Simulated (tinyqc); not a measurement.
Worked calculation (part 1 of 2): coupled-perturbed Hartree-Fock on RHF in the sto-3g basis, for H2O, spin multiplicity 1. Computed by tinyqc, a small Python program that keeps every step (integrals from PySCF). Settings: charge = 0, multiplicity = 1, basis = sto-3g, method = RHF, energy threshold = 1e-10, iteration cap = 58, orthogonalisation = canonical, start = core, DIIS depth = 6. Command: `OMP_NUM_THREADS=1 python tinyqc.py 23905 23906 out.jsonl` (the two numbers bound the seeds that draw the settings). One thread of a shared host (Intel(R) Xeon(R) Processor @ 2.60GHz), about 0.1 s of CPU time with the checks. The early iterations of the SCF are left out here.

## One-electron integrals

Geometry (angstrom):
```
atom         x          y         z
O     0.000000   0.000000  0.000000
H     0.000000   0.924000  0.709000
H     0.000000  -0.891000  0.683000
```

Basis sto-3g: exponents (1/bohr^2) and contraction coefficients of normalised primitives:
```
element  l (shell)    exponent  coefficient
O            s (1)  130.709320     0.154329
O            s (1)   23.808861     0.535328
O            s (1)    6.443608     0.444635
O            s (2)    5.033151    -0.099967
O            s (2)    1.169596     0.399513
O            s (2)    0.380389     0.700115
O            p (3)    5.033151     0.155916
O            p (3)    1.169596     0.607684
O            p (3)    0.380389     0.391957
H            s (1)    3.425251     0.154329
H            s (1)    0.623914     0.535328
H            s (1)    0.168855     0.444635
```

Overlap, kinetic and nuclear-attraction integrals over the contracted functions; the nuclear repulsion is the sum of Za Zb / Rab.

nuclear repulsion = 7.69726587 hartree

overlap S, order 1O 1s, 1O 2s, 1O 2px, 1O 2py, 1O 2pz, 2H 1s, 3H 1s:
```
[[1.000000, 0.236704, 0.000000, 0.000000, 0.000000, 0.032947, 0.036391],
 [0.236704, 1.000000, 0.000000, 0.000000, 0.000000, 0.349608, 0.373068],
 [0.000000, 0.000000, 1.000000, 0.000000, 0.000000, 0.000000, 0.000000],
 [0.000000, 0.000000, 0.000000, 1.000000, 0.000000, 0.250559, -0.263459],
 [0.000000, 0.000000, 0.000000, 0.000000, 1.000000, 0.192258, 0.201956],
 [0.032947, 0.349608, 0.000000, 0.250559, 0.192258, 1.000000, 0.160255],
 [0.036391, 0.373068, 0.000000, -0.263459, 0.201956, 0.160255, 1.000000]]
```

kinetic energy T (hartree), order 1O 1s, 1O 2s, 1O 2px, 1O 2py, 1O 2pz, 2H 1s, 3H 1s:
```
[[29.003200, -0.168011, 0.000000, 0.000000, 0.000000, -0.008923, -0.008711],
 [-0.168011, 0.808128, 0.000000, 0.000000, 0.000000, 0.050522, 0.063099],
 [0.000000, 0.000000, 2.528731, 0.000000, 0.000000, 0.000000, 0.000000],
 [0.000000, 0.000000, 0.000000, 2.528731, 0.000000, 0.119602, -0.137695],
 [0.000000, 0.000000, 0.000000, 0.000000, 2.528731, 0.091773, 0.105551],
 [-0.008923, 0.050522, 0.000000, 0.119602, 0.091773, 0.760032, -0.006601],
 [-0.008711, 0.063099, 0.000000, -0.137695, 0.105551, -0.006601, 0.760032]]
```

nuclear attraction V (hartree), order 1O 1s, 1O 2s, 1O 2px, 1O 2py, 1O 2pz, 2H 1s, 3H 1s:
```
[[-61.544172, -7.402200, 0.000000, 0.000637, -0.013249, -1.053944, -1.165126],
 [-7.402200, -9.974048, 0.000000, 0.007186, -0.163045, -2.636369, -2.847663],
 [0.000000, 0.000000, -9.846484, 0.000000, 0.000000, 0.000000, 0.000000],
 [0.000637, 0.007186, 0.000000, -9.949235, 0.003693, -1.654231, 1.769648],
 [-0.013249, -0.163045, 0.000000, 0.003693, -9.906918, -1.310140, -1.398300],
 [-1.053944, -2.636369, 0.000000, -1.654231, -1.310140, -5.094390, -0.918995],
 [-1.165126, -2.847663, 0.000000, 1.769648, -1.398300, -0.918995, -5.217258]]
```

core Hamiltonian H = T + V (hartree), order 1O 1s, 1O 2s, 1O 2px, 1O 2py, 1O 2pz, 2H 1s, 3H 1s:
```
[[-32.540972, -7.570211, 0.000000, 0.000637, -0.013249, -1.062866, -1.173837],
 [-7.570211, -9.165920, 0.000000, 0.007186, -0.163045, -2.585846, -2.784564],
 [0.000000, 0.000000, -7.317752, 0.000000, 0.000000, 0.000000, 0.000000],
 [0.000637, 0.007186, 0.000000, -7.420504, 0.003693, -1.534629, 1.631953],
 [-0.013249, -0.163045, 0.000000, 0.003693, -7.378187, -1.218367, -1.292749],
 [-1.062866, -2.585846, 0.000000, -1.534629, -1.218367, -4.334358, -0.925596],
 [-1.173837, -2.784564, 0.000000, 1.631953, -1.292749, -0.925596, -4.457226]]
```

## Two-electron integrals

Functions are numbered as in S; the eight-fold symmetry (ij|kl) = (ji|kl) = (kl|ij) leaves the list below.

Two-electron integrals (ij|kl) in chemists' order, unique and non-zero (hartree):
```
(11|11) 4.785065    (21|11) 0.741380    (21|21) 0.136873    (22|11) 1.118947
(22|21) 0.256633    (22|22) 0.817206    (31|31) 0.024477    (32|31) 0.037809
(32|32) 0.180518    (33|11) 1.115814    (33|21) 0.256684    (33|22) 0.817023
(33|33) 0.880159    (41|41) 0.024477    (42|41) 0.037809    (42|42) 0.180518
(43|43) 0.047444    (44|11) 1.115814    (44|21) 0.256684    (44|22) 0.817023
(44|33) 0.785270    (44|44) 0.880159    (51|51) 0.024477    (52|51) 0.037809
(52|52) 0.180518    (53|53) 0.047444    (54|54) 0.047444    (55|11) 1.115814
(55|21) 0.256684    (55|22) 0.817023    (55|33) 0.785270    (55|44) 0.785270
(55|55) 0.880159    (61|11) 0.104363    (61|21) 0.019124    (61|22) 0.035692
(61|33) 0.035622    (61|41) 0.000689    (61|42) 0.001301    (61|44) 0.035757
(61|51) 0.000529    (61|52) 0.000998    (61|54) 0.000104    (61|55) 0.035702
(61|61) 0.002706    (62|11) 0.278234    (62|21) 0.064721    (62|22) 0.231206
(62|33) 0.227104    (62|41) 0.003854    (62|42) 0.030636    (62|44) 0.234704
(62|51) 0.002957    (62|52) 0.023507    (62|54) 0.005832    (62|55) 0.231579
(62|61) 0.009237    (62|62) 0.084047    (63|31) 0.006469    (63|32) 0.038748
(63|43) 0.006204    (63|53) 0.004761    (63|63) 0.011404    (64|11) 0.167209
(64|21) 0.039369    (64|22) 0.150160    (64|33) 0.143504    (64|41) 0.008507
(64|42) 0.057372    (64|44) 0.160561    (64|51) 0.001564    (64|52) 0.014290
(64|54) 0.008327    (64|55) 0.146241    (64|61) 0.005842    (64|62) 0.066372
(64|64) 0.063227    (65|11) 0.128302    (65|21) 0.030208    (65|22) 0.115220
(65|33) 0.110113    (65|41) 0.001564    (65|42) 0.014290    (65|44) 0.113680
(65|51) 0.007669    (65|52) 0.049713    (65|54) 0.008941    (65|55) 0.121734
(65|61) 0.004483    (65|62) 0.050928    (65|64) 0.039765    (65|65) 0.041916
(66|11) 0.446792    (66|21) 0.105589    (66|22) 0.434527    (66|33) 0.417876
(66|41) 0.007479    (66|42) 0.083831    (66|44) 0.448985    (66|51) 0.005739
(66|52) 0.064325    (66|54) 0.023870    (66|55) 0.436192    (66|61) 0.015165
(66|62) 0.207464    (66|64) 0.187015    (66|65) 0.143499    (66|66) 0.774606
(71|11) 0.115349    (71|21) 0.021133    (71|22) 0.039427    (71|33) 0.039349
(71|41) -0.000768   (71|42) -0.001446   (71|44) 0.039499    (71|51) 0.000588
(71|52) 0.001109    (71|54) -0.000115   (71|55) 0.039438    (71|61) 0.002944
(71|62) 0.009878    (71|64) 0.005761    (71|65) 0.004800    (71|66) 0.016095
(71|71) 0.003305    (72|11) 0.300635    (72|21) 0.069904    (72|22) 0.248910
(72|33) 0.244531    (72|41) -0.004171   (72|42) -0.032817   (72|44) 0.252651
(72|51) 0.003197    (72|52) 0.025156    (72|54) -0.006225   (72|55) 0.249302
(72|61) 0.009659    (72|62) 0.071137    (72|64) 0.039246    (72|65) 0.041768
(72|66) 0.140305    (72|71) 0.011022    (72|72) 0.096482    (73|31) 0.007067
(73|32) 0.042032    (73|43) -0.006691   (73|53) 0.005129    (73|63) 0.009337
(73|73) 0.013250    (74|11) -0.178594   (74|21) -0.042039   (74|22) -0.159813
(74|33) -0.152683   (74|41) 0.009252    (74|42) 0.061813    (74|44) -0.170993
(74|51) -0.001676   (74|52) -0.015163   (74|54) 0.008907    (74|55) -0.155579
(74|61) -0.005565   (74|62) -0.038611   (74|64) -0.012458   (74|65) -0.022254
(74|66) -0.069927   (74|71) -0.006900   (74|72) -0.075292   (74|74) 0.071331
(75|11) 0.136902    (75|21) 0.032226    (75|22) 0.122505    (75|33) 0.117040
(75|41) -0.001676   (75|42) -0.015163   (75|44) 0.120818    (75|51) 0.008351
(75|52) 0.053655    (75|54) -0.009587   (75|55) 0.129517    (75|61) 0.004639
(75|62) 0.041399    (75|64) 0.022391    (75|65) 0.033286    (75|66) 0.088775
(75|71) 0.005289    (75|72) 0.057715    (75|74) -0.044522   (75|75) 0.047379
(76|11) 0.091267    (76|21) 0.021432    (76|22) 0.083340    (76|33) 0.081368
(76|41) 0.000012    (76|42) 0.000166    (76|44) 0.083036    (76|51) 0.001512
(76|52) 0.014413    (76|54) 0.000042    (76|55) 0.085523    (76|61) 0.003027
(76|62) 0.030203    (76|64) 0.020873    (76|65) 0.020580    (76|66) 0.078807
(76|71) 0.003342    (76|72) 0.032118    (76|74) -0.021763   (76|75) 0.021646
(76|76) 0.013672    (77|11) 0.462089    (77|21) 0.109172    (77|22) 0.447470
(77|33) 0.429999    (77|41) -0.007923   (77|42) -0.087500   (77|44) 0.462662
(77|51) 0.006074    (77|52) 0.067073    (77|54) -0.025038   (77|55) 0.449192
(77|61) 0.015064    (77|62) 0.134105    (77|64) 0.067750    (77|65) 0.085755
(77|66) 0.289594    (77|71) 0.017334    (77|72) 0.225328    (77|74) -0.200660
(77|75) 0.153817    (77|76) 0.078807    (77|77) 0.774606
```

## Orthogonalisation

S = U s U^T; canonical form X = U s^(-1/2), so that X^T S X = 1. Each column of U has its largest component positive (the first on a tie).

eigenvalues of S: [0.458882, 0.549685, 0.887007, 1.000000, 1.100408, 1.291694, 1.712323]

X, order 1O 1s, 1O 2s, 1O 2px, 1O 2py, 1O 2pz, 2H 1s, 3H 1s:
```
[[-0.356357, -0.063629, 0.723111, 0.000000, -0.614008, 0.009369, 0.188312],
 [1.000553, 0.136081, -0.289073, 0.000000, -0.306864, 0.012885, 0.453703],
 [0.000000, 0.000000, 0.000000, 1.000000, 0.000000, 0.000000, 0.000000],
 [-0.134503, 0.835848, 0.003253, 0.000000, -0.002921, 0.685633, -0.015873],
 [0.460040, 0.061041, 0.668780, 0.000000, 0.622296, 0.007019, 0.213303],
 [-0.502555, -0.822259, -0.197357, 0.000000, 0.161995, 0.404226, 0.372792],
 [-0.754203, 0.646667, -0.186299, 0.000000, 0.155177, -0.374678, 0.397454]]
```

## Iteration 9 (converged): orbitals

converged F (hartree), order 1O 1s, 1O 2s, 1O 2px, 1O 2py, 1O 2pz, 2H 1s, 3H 1s:
```
[[-20.260126, -5.164158, 0.000000, 0.000742, -0.024352, -0.732987, -0.808990],
 [-5.164158, -2.402865, 0.000000, 0.007171, -0.061482, -0.716693, -0.769683],
 [0.000000, 0.000000, -0.387307, 0.000000, 0.000000, 0.000000, 0.000000],
 [0.000742, 0.007171, 0.000000, -0.214329, 0.008429, -0.340445, 0.354630],
 [-0.024352, -0.061482, 0.000000, 0.008429, -0.256650, -0.303757, -0.314413],
 [-0.732987, -0.716693, 0.000000, -0.340445, -0.303757, -0.362386, -0.216126],
 [-0.808990, -0.769683, 0.000000, 0.354630, -0.314413, -0.216126, -0.397719]]
```

Diagonalise F' = X^T F X, C = X C', fill 5 alpha and 5 beta electrons from the bottom; D = 2 C_occ C_occ^T. Each column has its largest component positive (the first on a tie).

F' = X^T F X (hartree):
```
[[-0.317513, -0.182437, 2.318675, 0.000000, -1.899668, 0.012147, 0.591851],
 [-0.182437, 0.504103, 0.486879, 0.000000, -0.428614, 0.101734, 0.154330],
 [2.318675, 0.486879, -8.372960, 0.000000, 8.594586, -0.151411, -4.040655],
 [0.000000, 0.000000, 0.000000, -0.387307, 0.000000, 0.000000, 0.000000],
 [-1.899668, -0.428614, 8.594586, 0.000000, -9.575171, 0.169212, 4.513215],
 [0.012147, 0.101734, -0.151411, 0.000000, 0.169212, -0.524456, -0.080225],
 [0.591851, 0.154330, -4.040655, 0.000000, 4.513215, -0.080225, -3.144595]]
```

orbital energies (hartree): [-20.268293, -1.196027, -0.530596, -0.428112, -0.387307, 0.439382, 0.553053]

coefficients C, order 1O 1s, 1O 2s, 1O 2px, 1O 2py, 1O 2pz, 2H 1s, 3H 1s:
```
[[0.994508, -0.241218, -0.008414, 0.089268, 0.000000, 0.104290, 0.018260],
 [0.023558, 0.900283, 0.043863, -0.454900, 0.000000, -0.608554, -0.114474],
 [0.000000, 0.000000, 0.000000, 0.000000, 1.000000, 0.000000, 0.000000],
 [-0.000190, -0.007369, 0.606560, 0.030015, 0.000000, -0.126484, 0.895672],
 [0.002854, 0.074349, -0.038473, 0.742425, 0.000000, -0.724551, -0.110659],
 [-0.004072, 0.132195, 0.440706, 0.367784, 0.000000, 0.774928, -0.590546],
 [-0.004448, 0.144712, -0.467195, 0.315414, 0.000000, 0.588539, 0.811815]]
```

D after iteration 9, order 1O 1s, 1O 2s, 1O 2px, 1O 2py, 1O 2pz, 2H 1s, 3H 1s:
```
[[2.110545, -0.469426, 0.000000, -0.001672, 0.103005, -0.013629, -0.014485],
 [-0.469426, 2.039846, 0.000000, 0.012627, -0.544829, -0.058114, -0.067595],
 [0.000000, 0.000000, 2.000000, 0.000000, 0.000000, 0.000000, 0.000000],
 [-0.001672, 0.012627, 0.000000, 0.737740, -0.003201, 0.554761, -0.549960],
 [0.103005, -0.544829, 0.000000, -0.003201, 1.116421, 0.531827, 0.525784],
 [-0.013629, -0.058114, 0.000000, 0.554761, 0.531827, 0.693959, -0.141486],
 [-0.014485, -0.067595, 0.000000, -0.549960, 0.525784, -0.141486, 0.677438]]
```

## Convergence

Stop when the energy changes by less than 1e-10 hartree and every element of the error matrix X^T (F D S - S D F) X is below 3e-06.

Course of the cycle:
```
iteration   E (hartree)     change  largest element of the error matrix
1          -73.29692609          -                             7.26e-01
2          -74.75286486  -1.46e+00                             4.20e-01
3          -74.91812684  -1.65e-01                             6.12e-02
4          -74.92243699  -4.31e-03                             1.80e-02
5          -74.92275597  -3.19e-04                             4.39e-03
6          -74.92279765  -4.17e-05                             4.72e-04
7          -74.92279792  -2.68e-07                             8.58e-06
8          -74.92279792  -1.50e-10                             2.47e-06
9          -74.92279792  -8.92e-12                             4.20e-07
```

PySCF RHF in the same basis = -74.92279792 hartree

Converged in 9 iterations.

## Integrals over molecular orbitals

(pq|rs) = sum C_ip C_jq C_kr C_ls (ij|kl), one index at a time.

one-electron integrals over orbitals h = C^T H C (hartree):
```
[[-32.524576, 0.572026, 0.019199, -0.198537, 0.000000, -0.239722, -0.041736],
 [0.572026, -7.545255, -0.035257, 0.533861, 0.000000, 1.149677, 0.206904],
 [0.019199, -0.035257, -5.925937, 0.069998, 0.000000, 0.224272, -1.770142],
 [-0.198537, 0.533861, 0.069998, -6.496210, 0.000000, 1.366813, 0.090186],
 [0.000000, 0.000000, 0.000000, 0.000000, -7.317752, 0.000000, 0.000000],
 [-0.239722, 1.149677, 0.224272, 1.366813, 0.000000, -5.264416, 0.028599],
 [-0.041736, 0.206904, -1.770142, 0.090186, 0.000000, 0.028599, -5.484695]]
```

Two-electron integrals over orbitals (pq|rs), unique and non-zero (hartree):
```
(11|11) 4.747168    (21|11) -0.432007   (21|21) 0.062079    (22|11) 1.025287
(22|21) -0.015755   (22|22) 0.725098    (31|11) -0.015018   (31|21) 0.001934
(31|22) -0.001344   (31|31) 0.010584    (32|11) 0.010917    (32|21) -0.000821
(32|22) -0.001683   (32|31) 0.016574    (32|32) 0.127389    (33|11) 0.753759
(33|21) -0.004797   (33|22) 0.608393    (33|31) 0.000314    (33|32) -0.000281
(33|33) 0.584688    (41|11) 0.158298    (41|21) -0.021154   (41|22) 0.011565
(41|31) -0.001080   (41|32) -0.000172   (41|33) 0.005234    (41|41) 0.023321
(42|11) -0.147653   (42|21) 0.007699    (42|22) -0.029263   (42|31) -0.000108
(42|32) -0.002241   (42|33) 0.003208    (42|41) 0.018533    (42|42) 0.129745
(43|11) -0.016091   (43|21) 0.000514    (43|22) -0.007260   (43|31) -0.002299
(43|32) 0.028697    (43|33) -0.005506   (43|41) 0.000845    (43|42) 0.008058
(43|43) 0.057720    (44|11) 0.921118    (44|21) -0.010828   (44|22) 0.657005
(44|31) 0.000081    (44|32) 0.009014    (44|33) 0.558453    (44|41) -0.008268
(44|42) -0.090131   (44|43) -0.004594   (44|44) 0.687325    (51|51) 0.025951
(52|51) 0.033414    (52|52) 0.151889    (53|51) 0.001099    (53|52) 0.004003
(53|53) 0.026024    (54|51) -0.011389   (54|52) -0.042628   (54|53) -0.002008
(54|54) 0.046508    (55|11) 1.115361    (55|21) -0.012247   (55|22) 0.756931
(55|31) -0.000422   (55|32) 0.005677    (55|33) 0.595580    (55|41) 0.004460
(55|42) -0.080332   (55|43) -0.009262   (55|44) 0.682457    (55|55) 0.880159
(61|11) 0.186566    (61|21) -0.028397   (61|22) 0.002475    (61|31) -0.002240
(61|32) -0.001873   (61|33) -0.000643   (61|41) -0.003790   (61|42) -0.020590
(61|43) -0.000684   (61|44) 0.014653    (61|55) 0.005112    (61|61) 0.024545
(62|11) -0.252498   (62|21) 0.005933    (62|22) -0.125514   (62|31) -0.001168
(62|32) -0.008742   (62|33) -0.062890   (62|41) -0.018188   (62|42) -0.035662
(62|43) 0.003449    (62|44) -0.057647   (62|55) -0.134672   (62|61) 0.010714
(62|62) 0.092226    (63|11) -0.045776   (63|21) 0.000908    (63|22) -0.023291
(63|31) -0.002454   (63|32) 0.035449    (63|33) -0.015496   (63|41) -0.000359
(63|42) 0.009240    (63|43) 0.040045    (63|44) -0.010978   (63|55) -0.026141
(63|61) -0.000054   (63|62) 0.011263    (63|63) 0.076805    (64|11) -0.279519
(64|21) 0.003777    (64|22) -0.134915   (64|31) 0.001102    (64|32) 0.008364
(64|33) -0.050183   (64|41) -0.001044   (64|42) 0.050570    (64|43) 0.011304
(64|44) -0.131780   (64|55) -0.156176   (64|61) -0.002141   (64|62) 0.058063
(64|63) 0.024077    (64|64) 0.105176    (65|51) -0.012396   (65|52) -0.048872
(65|53) -0.003918   (65|54) -0.007145   (65|65) 0.033259    (66|11) 0.773537
(66|21) -0.007497   (66|22) 0.586455    (66|31) 0.001072    (66|32) 0.021205
(66|33) 0.541573    (66|41) 0.016767    (66|42) 0.045019    (66|43) 0.017934
(66|44) 0.542939    (66|55) 0.573400    (66|61) -0.008691   (66|62) -0.087887
(66|63) 0.012621    (66|64) -0.050730   (66|66) 0.582173    (71|11) 0.032716
(71|21) -0.005138   (71|22) -0.000075   (71|31) 0.013944    (71|32) 0.021338
(71|33) 0.000865    (71|41) 0.000381    (71|42) -0.002074   (71|43) -0.003221
(71|44) 0.001985    (71|55) 0.000870    (71|61) 0.001212    (71|62) -0.001432
(71|63) -0.002897   (71|64) 0.001034    (71|66) 0.001612    (71|71) 0.019395
(72|11) -0.046393   (72|21) 0.000967    (72|22) -0.023208   (72|31) 0.014946
(72|32) 0.056480    (72|33) -0.006276   (72|41) -0.001943   (72|42) -0.000052
(72|43) -0.028222   (72|44) -0.014543   (72|55) -0.024248   (72|61) -0.001459
(72|62) 0.004475    (72|63) -0.026586   (72|64) 0.011582    (72|66) -0.014480
(72|71) 0.019126    (72|72) 0.070529    (73|11) 0.369418    (73|21) -0.006861
(73|22) 0.168396    (73|31) 0.000137    (73|32) 0.014989    (73|33) 0.087419
(73|41) -0.000201   (73|42) -0.075323   (73|43) 0.000543    (73|44) 0.139126
(73|55) 0.203641    (73|61) 0.005265    (73|62) -0.064367   (73|63) -0.006781
(73|64) -0.102249   (73|66) 0.049661    (73|71) 0.001223    (73|72) -0.014926
(73|73) 0.160734    (74|11) -0.018855   (74|21) 0.000243    (74|22) -0.006834
(74|31) -0.007741   (74|32) -0.069577   (74|33) -0.002491   (74|41) -0.000680
(74|42) -0.000487   (74|43) -0.015519   (74|44) -0.012396   (74|55) -0.009986
(74|61) 0.001656    (74|62) 0.008707    (74|63) -0.053848   (74|64) -0.004702
(74|66) -0.021947   (74|71) -0.010400   (74|72) -0.016041   (74|73) -0.017693
(74|74) 0.069378    (75|51) -0.002156   (75|52) -0.008588   (75|53) 0.023532
(75|54) 0.000587    (75|65) 0.001387    (75|75) 0.025519    (76|11) -0.005173
(76|21) 0.000194    (76|22) 0.001751    (76|31) -0.007027   (76|32) -0.079921
(76|33) 0.000210    (76|41) 0.001789    (76|42) 0.006726    (76|43) -0.061880
(76|44) -0.010516   (76|55) -0.002777   (76|61) -0.000475   (76|62) -0.003749
(76|63) -0.062714   (76|64) -0.012776   (76|66) -0.025445   (76|71) -0.009350
(76|72) 0.002421    (76|73) -0.018892   (76|74) 0.056375    (76|76) 0.104292
(77|11) 0.832953    (77|21) -0.008832   (77|22) 0.606376    (77|31) -0.002744
(77|32) -0.024694   (77|33) 0.576398    (77|41) 0.003778    (77|42) -0.018902
(77|43) -0.020510   (77|44) 0.570063    (77|55) 0.605861    (77|61) 0.003584
(77|62) -0.058784   (77|63) -0.032632   (77|64) -0.057997   (77|66) 0.536543
(77|71) -0.002591   (77|72) -0.010639   (77|73) 0.091642    (77|74) 0.015829
(77|76) 0.026138    (77|77) 0.599226
```

## Response to a field: uncoupled start

dipole integrals <a|y|i> (bohr), order a6, a7:
```
[[-0.007873, -0.008072, 0.936821, 0.181927, 0.000000],
 [0.053935, -0.060195, 0.166174, -0.797853, 0.000000]]
```

Field along y; U_ai = -mu_ai / (e_a - e_i), alpha = -4 sum U_ai mu_ai.

uncoupled U, order a6, a7:
```
[[0.000380, 0.004936, -0.965817, -0.209716, 0.000000],
 [-0.002590, 0.034415, -0.153347, 0.813169, 0.000000]]
```

uncoupled polarisability = 6.477907 bohr^3

## Coupled step 1

U_ai = -(mu_ai + sum_bj [4 (ai|bj) - (ab|ij) - (aj|bi)] U_bj) / (e_a - e_i); alpha = -4 sum U_ai mu_ai.

U after step 1, order a6, a7:
```
[[0.000180, 0.007236, -1.225611, -0.254664, 0.000000],
 [-0.001831, 0.078729, -0.215980, 1.057657, 0.000000]]
```

polarisability = 8.316605 bohr^3

## Coupled step 2

As before.

U after step 2, order a6, a7:
```
[[0.000161, 0.004660, -1.296595, -0.272275, 0.000000],
 [-0.001634, 0.098481, -0.230025, 1.133335, 0.000000]]
```

polarisability = 8.850905 bohr^3
